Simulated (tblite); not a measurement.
C4H3S (doublet state).
SMILES: `C=C[C]=C=S`

Calculated harmonic vibrations of the isolated species, GFN2-xTB (tblite), most abundant isotopes, no scaling. The method is semi-empirical: single wavenumbers can be off by several per cent or more. Open shells enter through the occupations alone, without spin polarisation, and single modes of such species can be off by tens of per cent.

Harmonic wavenumbers (cm⁻¹): 112.4, 163.9, 254.0, 313.5, 449.5, 616.3, 638.3, 858.1, 946.2, 995.7, 1170.7, 1267.5, 1393.7, 1586.1, 2087.7, 3014.6, 3112.4, 3145.4.

A = 41688, B = 1487, C = 1436 MHz; mass 82.996 u (most abundant isotopes); point group Cs, symmetry number 1; spin multiplicity 2.

Task: What is the zero-point energy?

Result: ½Σν̃ = 11063 cm⁻¹ = 31.63 kcal/mol.

Task: Give the ideal-gas entropy at 200 K and 1 bar in the rigid-rotor, harmonic-oscillator model (classical rotation).

Result: Translation 37.20, rotation 24.50, vibration 6.68, spin (R ln 2) 1.38: S = 69.8 cal/(mol K).

Task: And Cp and H(200 K) − H(0)?

Result: Cp = 16.64 cal/(mol K), of which vibrations give 8.69 (their classical limit is 18 R = 35.8); H(200 K) − H(0) = 2.40 kcal/mol without the zero-point energy, 0.81 from vibrations.

Task: Blend soft modes into free rotors: weight 1/[1 + (100 cm⁻¹/ν̃)⁴] for the oscillator and the rest for a rotor with moment μB/(μ + B), μ = h/(8π²ν), B = 10⁻⁴⁴ kg m². What vibrational entropy results?

Result: 6.67 cal/(mol K) in place of 6.68, which changes −T·S at 200 K by 0.00 kcal/mol.

Task: How do the functions run with temperature in this model?

Result: 
```json
{"T (K)": "50", "S (cal/(mol K))": "52.5", "Cp (cal/(mol K))": "9.3", "H − H(0) (kcal/mol)": "0.42", "G − H(0) (kcal/mol)": "-2.21", "ln q(vib)": "0.05"}
{"T (K)": "100", "S (cal/(mol K))": "59.9", "Cp (cal/(mol K))": "12.2", "H − H(0) (kcal/mol)": "0.96", "G − H(0) (kcal/mol)": "-5.03", "ln q(vib)": "0.36"}
{"T (K)": "298.15", "S (cal/(mol K))": "77.1", "Cp (cal/(mol K))": "20.4", "H − H(0) (kcal/mol)": "4.23", "G − H(0) (kcal/mol)": "-18.77", "ln q(vib)": "2.33"}
{"T (K)": "373.15", "S (cal/(mol K))": "82.0", "Cp (cal/(mol K))": "23.0", "H − H(0) (kcal/mol)": "5.86", "G − H(0) (kcal/mol)": "-24.74", "ln q(vib)": "3.12"}
{"T (K)": "500", "S (cal/(mol K))": "89.3", "Cp (cal/(mol K))": "26.6", "H − H(0) (kcal/mol)": "9.02", "G − H(0) (kcal/mol)": "-35.61", "ln q(vib)": "4.43"}
{"T (K)": "750", "S (cal/(mol K))": "101.1", "Cp (cal/(mol K))": "31.6", "H − H(0) (kcal/mol)": "16.34", "G − H(0) (kcal/mol)": "-59.46", "ln q(vib)": "6.86"}
{"T (K)": "1000", "S (cal/(mol K))": "110.6", "Cp (cal/(mol K))": "34.8", "H − H(0) (kcal/mol)": "24.67", "G − H(0) (kcal/mol)": "-85.96", "ln q(vib)": "9.07"}
```

q(vib) and H(0) count from the zero-point level.

Hindered rotation and anharmonicity are outside this model.

The run took 0.14 s wall on Arm Neoverse V1, one thread, shared host with 32 logical CPUs at a one-minute load of 32. This covers the Hessian and the dipole derivatives.
